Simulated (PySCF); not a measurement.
# Phosphorus: a sound run and one with changed settings

Sound run: P [Ne] 3s2 3p3, P⁺ [Ne] 3s2 3p2. Computed with PySCF 2.14 in def2-TZVP, with the non-relativistic Hamiltonian (point nucleus). The sound run starts from symmetry-adapted Hartree-Fock orbitals and uses a fine grid where one is needed.

Changed run: 6 angular points. This setting is unsound on purpose.

| species | method | sound run (hartree) | changed run (hartree) | converged |
| --- | --- | --- | --- | --- |
| P | UHF | -340.70986 | -340.70986 | yes |
| P | PBE0 | -341.13506 | -341.90016 | yes |
| P | PBE | -341.10299 | -342.48624 | yes |
| P⁺ | UHF | -340.34566 | -340.34566 | yes |
| P⁺ | PBE0 | -340.74812 | -341.30801 | yes |
| P⁺ | PBE | -340.71771 | -341.76980 | yes |

Ionisation energy of P:

```csv
method,sound run (eV),changed run (eV)
UHF,9.910,9.910
```

A coarse angular grid integrates products of high-l functions wrongly, so density functionals can shift, and the SCF can exploit the error; Hartree-Fock and MP2 need no grid.

For comparison, NIST gives 10.487 eV between the lowest levels.
